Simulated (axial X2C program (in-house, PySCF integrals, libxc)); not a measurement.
# Low determinants of PH⁻ at the PBE0 level, two-component

Computed with an axial X2C code built on PySCF integrals. Two-component (2c) means X2C with spin–orbit coupling and atomic mean-field two-electron Coulomb and Gaunt terms. Basis: P dyall-av3z [9s8p3d2f], H dyall-av3z [7s3p2d] (cores contracted in-house); Gaussian nuclei, density fitting, unrestricted open shells. Masses: P 30.974 u, H 1.008 u.

Search at 1.430 Å (vertical energies from the lowest determinant):

| ΔE (eV) | state | electrons beyond evenly filled partner blocks | electrons in ±ω = 1/2, 3/2, 5/2, 7/2 |
| --- | --- | --- | --- |
| 0.00 | Ω = 3/2 | ω = 3/2 | 14 3 0 0 |
| 0.02 | Ω = 1/2 | ω = 1/2 | 13 4 0 0 |
| 1.34 | Ω = 1/2 | 2 × ω = -1/2, ω = 3/2 | 14 3 0 0 |
| 2.27 | Ω = 5/2 | ω = -1/2, 2 × ω = 3/2 | 13 4 0 0 |
| 2.37 | Ω = 1/2 | ω = 1/2 | 15 2 0 0 |
| 2.40 | Ω = 5/2 | 2 × ω = 1/2, ω = 3/2 | 14 3 0 0 |
| 3.38 | Ω = 7/2 | ω = 1/2, 2 × ω = 3/2 | 13 4 0 0 |

Lowest determinant, Ω = 3/2 (⟨Sz⟩ = 0.50, ⟨Lz⟩ = 1.00 at PBE0): Re = 1.442 Å, ωe = 2265.5 cm⁻¹.

The determinant in row 2 of the search, Ω = 1/2 (⟨Sz⟩ = -0.50, ⟨Lz⟩ = 1.00 at PBE0), was followed along the bond at PBE0; measured from the minimum of the lowest determinant it gives:

Te = 0.023 eV (183 cm⁻¹), Re = 1.442 Å, ωe = 2266.4 cm⁻¹.

Question: Compare the bond of the determinant in row 2 with that of the lowest one.

Answer: At PBE0 its Re is the same within 0.001 Å and its force constant, which goes as ωe², is 1.00 times that of the lowest determinant. T0 ≈ Te + Δωe/2 = 183 + (0) = 183 cm⁻¹.

The search compares states at one distance, so a state with another bond length can lie lower; it is not exhaustive and yields mostly the lowest determinant of each block pattern, so other components and higher states of one pattern are missing. These are energies of single determinants, not of spin-adapted states; PBE0 term energies can be off by some tenths of an eV, and the functional has no current term. For an anion, determinants above electron detachment are held by the basis set. The highest occupied level of some functionals is positive through self-interaction error; at Hartree–Fock it is bound. Row 1 has a positive highest level at its minimum. Row 2 has a positive highest level at its minimum.
